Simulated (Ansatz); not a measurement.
**Cohesive energy of some cubic elemental metals**

Method: revPBE in Ansatz (PAW). References are measured values corrected to a static lattice.

Values in eV/atom.

| solid | reference | revPBE | error (eV/atom) |
|---|---|---|---|
| fcc Cu | 3.52 | 3.12 | -0.40 |
| bcc Fe | 4.32 | 4.39 | +0.07 |
| fcc Rh | 5.78 | 5.12 | -0.66 |
| bcc K | 0.94 | 0.77 | -0.17 |
| bcc Cs | 0.81 | 0.61 | -0.20 |
| fcc Ag | 2.97 | 2.09 | -0.88 |
| fcc Sr | 1.73 | 1.45 | -0.28 |
| bcc V | 5.34 | 4.90 | -0.44 |

Over these 8 solids the mean error is -0.37 eV/atom, the mean absolute error 0.39 eV/atom (median 0.34 eV/atom), and the worst case fcc Ag at -0.88 eV/atom; the value is too low in 7 of 8 cases.

All these references are brought to a static lattice.

Spin–orbit coupling is left out, also for the solids with elements from indium on (bcc Cs); its size isn't shown.

Differences are worked out from the printed values.

Free atoms are spin-polarised, in the lowest state found; at levels without +SOC their spin–orbit coupling is left out. Each level is taken at its own relaxed cell. Caveats: the cell is over a tenth larger than the published one (another phase or state, or a fault of the published cell, is possible) (bcc Cs). Ansatz's density-functional and Hartree–Fock values are scalar-relativistic unless marked +SOC, with PAW data made under PBE.

Ansatz's runs of these crystals have no spin polarisation, but for bcc Fe.

Density-functional runs with spin start from parallel moments for bcc Fe.

Not in this set, of the elemental metals with a reference value in our tables and a result at some level: 32 for no value at revPBE (not run, a failed fit, an unstable or unbound cell, or a value held back for tests); 4 for the spin–orbit terms of free Br, In, Sn, Te, I and atoms past barium, a cut that leaves lighter open-shell atoms' terms in the errors; 1 for sources at odds. These can be a level's best or worst cases. Solids without a released value at any level aren't counted. Layered and molecular crystals are counted apart. The metals Ce to Yb are counted apart.

References as tabulated in Mejia-Rodriguez and Trickey (2018), arXiv:1807.09216; Jana et al. (2018), arXiv:1807.00350; Csonka et al. (2009), arXiv:0903.4037; Harl et al. (2010), doi:10.1103/physrevb.81.115126.

Ansatz is a program for electronic structure.
